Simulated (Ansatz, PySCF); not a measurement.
This PySCF input computes a CCSD(T)/cc-pVDZ energy:

```python
from pyscf import gto, scf, mp, cc as ccmod

mol = gto.M(
    atom='''
    N     0.00264570    0.14563947    0.02144324
    H    -0.80461872   -0.49692176   -0.06396564
    H     0.78609879   -0.52255452   -0.08613707
    ''',
    basis='cc-pvdz',
    charge=-1,
    spin=0,
    verbose=4,
)

mf = scf.RHF(mol)
mf.conv_tol = 1e-10
mf.max_cycle = 100
mf.kernel()
mp2 = mp.MP2(mf, frozen=1).run()
cc = ccmod.CCSD(mf, frozen=1)
cc.max_cycle = 100
cc.kernel()
et = cc.ccsd_t()
print(f'E(CCSD(T)) = {cc.e_tot + et:.9f}')
```

Q: Write an input for the same energy in Ansatz (a program for electronic structure) and say what it gives.

A: 
Ansatz 0.2 input:
```yaml
crystal:
  periodic: [false, false, false]
  atoms:
    - {symbol: N, position_ang: [0.00264570, 0.14563947, 0.02144324]}
    - {symbol: H, position_ang: [-0.80461872, -0.49692176, -0.06396564]}
    - {symbol: H, position_ang: [0.78609879, -0.52255452, -0.08613707]}
basis:
  gaussian:
    orbitals: cc-pVDZ
total_charge: -1
magnetization: {spin_polarized: false}
correlation: {method: ccsd_t, electrons: outside_noble_gas}
```
It gives -55.68314 Eh, and PySCF -55.68314 Eh, a difference of 0.00 mEh.
